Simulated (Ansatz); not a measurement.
We consider Na4MgGe2Se6 (C2, No. 5; cell taken from a computed entry), described by PBEsol+SOC (Ansatz, a first-principles code, PAW).

Numerical settings: plane-wave cutoff 520 eV, 6×6×6 k mesh, Fermi–Dirac smearing 0.01 eV, PAW data made under PBE.

Cell (relaxed with PBEsol):

```cif
data_Ge2MgNa4Se6
_chemical_formula_sum 'Na4 Mg1 Ge2 Se6'
_space_group_name_H-M_alt 'P 1'
_space_group_IT_number 1
_cell_length_a 7.09511
_cell_length_b 7.09511
_cell_length_c 7.05975
_cell_angle_alpha 98.948
_cell_angle_beta 98.948
_cell_angle_gamma 114.102
loop_
_space_group_symop_operation_xyz
  'x, y, z'
loop_
_atom_site_label
_atom_site_type_symbol
_atom_site_fract_x
_atom_site_fract_y
_atom_site_fract_z
_atom_site_occupancy
Na1 Na 0.48058 0.51942 0.00000 1
Na2 Na 0.32747 0.67253 0.50000 1
Na3 Na 0.02163 0.97837 0.50000 1
Na4 Na 0.65087 0.34913 0.50000 1
Mg1 Mg 0.84285 0.15715 0.00000 1
Ge1 Ge 0.00327 0.67019 0.94265 1
Ge2 Ge 0.32981 0.99673 0.05735 1
Se1 Se 0.76333 0.77365 0.76412 1
Se2 Se 0.22635 0.23667 0.23588 1
Se3 Se 0.90582 0.54853 0.22171 1
Se4 Se 0.45147 0.09418 0.77829 1
Se5 Se 0.04904 0.39899 0.74730 1
Se6 Se 0.60101 0.95096 0.25270 1
```

Task: Give the computed band gap, smallest direct gap on the k points sampled and Γ–Γ gap.

Result: 
* **band gap**: 1.83 eV (indirect)
* **smallest direct gap on the k points sampled**: 1.86 eV
* **Γ–Γ gap**: 2.60 eV

Static lattice: no zero-point or thermal effects.
